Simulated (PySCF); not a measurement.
**The bond of S2−, level by level**

One table from this session's results is given with a row withheld; the runs are named, their logs left out.

Computed with PySCF 2.14.0. Level: S aug-pcseg-1, no relativity.

Set-up of the first run:

The job is set up so:

```yaml
atoms: S, S
charge: -1
basis: S aug-pcseg-1
Hamiltonian: no relativity
basis_functions: 54
electrons_treated: 33
masses_in_u: 31.9721, 31.9721
levels: PBE0, PBE, r²SCAN, TPSSh, PW91, B97-3, ωB97X, HF, MP2, SCS-MP2, CCSD, CCSD(T)
grid: 80 radial by 434 angular points
occupations: held fixed by the projection of orbital angular momentum
dissociation_limit: S + S−, each in its ground configuration
starting_distance_in_angstrom: 2.070
values_of_2S_to_try: 1, 3
```

Among the steps run: Set-up; The PBE0 curve of the state that the search chose; Higher solutions at PBE0; PBE (GGA); r²SCAN; TPSSh; PW91 (GGA); B97-3 (global hybrid GGA); ωB97X; UHF (mean field); Correlated methods on the Hartree–Fock reference.

One of the session's tables, all rows but one given; the rest of the session is left out.

Energy (eV) from each level's lowest point:

```
R (Å)    UHF  UHF-MP2  UHF-SCS-MP2  UHF-CCSD  UHF-CCSD(T)
1.743  1.259    1.425        1.446       n/a          n/a
1.824  0.522    0.653        0.666     0.676        0.713
1.905  0.137    0.223        0.230     0.234        0.259
1.966      ?        ?            ?         ?            ?
2.027  0.000    0.000        0.000     0.000        0.002
2.088  0.066    0.014        0.012     0.011        0.000
2.169  0.245    0.115        0.111     0.113        0.082
2.270  0.567    0.327        0.322     0.332        0.273
2.392  1.036    0.647        0.642     0.668        0.572
2.554  1.713    1.101        1.099       n/a          n/a
```

**Question.** Estimate the row for R (Å) = 1.966.

Worked estimate for «UHF». A straight line through the neighbours (1.905, 0.137) and (2.027, 0.000) gives 0.137 + (0.000 − 0.137) × (1.966 − 1.905) / (2.027 − 1.905) = 0.069; a parabola fitted to 4 rows on both sides gives 0.009.

The run gave: UHF: 0.015; UHF-MP2: 0.061; UHF-SCS-MP2: 0.064; UHF-CCSD: 0.066; UHF-CCSD(T): 0.080. In «UHF» the line misses by +0.054 and the parabola by -0.006.
